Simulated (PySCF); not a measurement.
# wB97X-V/STO-6G run of BHO2 (oxoborinic acid)

What is the energy change on altering one bond length of BHO2 (oxoborinic acid) at wB97X-V/STO-6G? The job is set up through a Python script.

The calculation is run with PySCF 2.14.0.

6 further runs of the same task are left out: 6 set aside as unsound or not needed.

### Step 1. Starting point

BHO2: 4 atoms, total charge 0, spin state singlet. SMILES: `O=BO`. The shape is that of a PBE0-D4/def2-TZVP optimisation.

Bond lengths: O1–B2 1.210 Å, B2–O3 1.322 Å, O3–H4 0.960 Å. Angles: O1–B2–O3 177.5°, B2–O3–H4 117.0°.

### Step 2. The energy at wB97X-V/STO-6G

Input file job.py:

```python
# O=BO
from pyscf import gto, dft

mol = gto.Mole()
mol.atom = 'O -1.555100 0.523500 0.428500; B -0.423900 0.132000 0.248600; O 0.816700 -0.302000 0.108600; H 1.162300 -0.353500 -0.785700'
mol.charge = 0
mol.verbose = 3
mol.max_memory = 1860
mol.basis = 'sto-6g'
mol.spin = 0
mol.build()

mf = dft.RKS(mol, xc='wb97x-v')
mf.grids.level = 5
mf.nlcgrids.level = 1
mf.conv_tol = 1e-10
mf.kernel()
if not mf.converged:
    mf = mf.newton().run(mf.mo_coeff, mf.mo_occ)

energy = mf.e_tot
print('Final energy', energy)
```

The run is started by

```console
$ OMP_NUM_THREADS=1 python job.py
```

The program printed:

```text
converged SCF energy = -175.196785744031
Final energy -175.19678574403073
```

Run time: 20 s. Hardware: 1 thread of Intel Xeon 6975P-C (Granite Rapids), shared host; peak memory 0.18 GiB.

### Step 3. The distorted shape at the same level

Input file input.xyz:

```xyz
4
BHO2
O     -1.624233     0.533802     0.607393
B     -0.493033     0.142302     0.427493
O      0.747567    -0.291698     0.287493
H      1.162300    -0.353500    -0.785700
```

Input file job.py:

```python
from pyscf import gto, dft

mol = gto.M(
    atom='input.xyz',
    verbose=3,
    max_memory=1860,
    charge=0,
    basis='sto-6g',
    spin=0,
)

ks = dft.RKS(mol)
ks.xc = 'wb97x-v'
ks.nlcgrids.level = 1
ks.grids.level = 5
ks.conv_tol = 1e-10
ks.kernel()
if not ks.converged:
    ks = ks.newton().run(ks.mo_coeff, ks.mo_occ)

e_tot = ks.e_tot
print(f'total energy: {e_tot:.8f} hartree')
```

The run is started by

```console
$ OMP_NUM_THREADS=1 python job.py
```

The program printed:

```text
converged SCF energy = -175.181746118621
total energy: -175.18174612 hartree
```

Wall time 17 s (1 thread of Intel Xeon 6975P-C (Granite Rapids), shared host); peak memory 0.18 GiB.

### Step 4. Summary of results

Level: wB97X-V/STO-6G.

| quantity | value |
| --- | --- |
| first shape: total energy | -175.19679 Eh |
| first shape: dipole moment | 2.68 D |
| first shape: HOMO energy | -8.04 eV |
| first shape: LUMO energy | 7.84 eV |
| first shape: HOMO–LUMO gap | 15.88 eV |
| distorted shape: total energy | -175.18175 Eh |
| distorted shape: dipole moment | 2.71 D |
| distorted shape: HOMO energy | -7.92 eV |
| distorted shape: LUMO energy | 6.10 eV |
| distorted shape: HOMO–LUMO gap | 14.03 eV |
| energy change with the O3–H4 bond stretched from 0.960 to 1.152 Å | 0.409 eV |

What this shows: With the O3–H4 bond stretched from 0.960 to 1.152 Å the energy rises by 0.41 eV (39.5 kJ/mol). The first shape isn't relaxed at this level, so the change isn't measured from a minimum. The minimal basis adds a large error of its own. Mulliken charges (distorted shape) run from -0.28 on O1 to +0.35 on B2; they depend strongly on the basis.
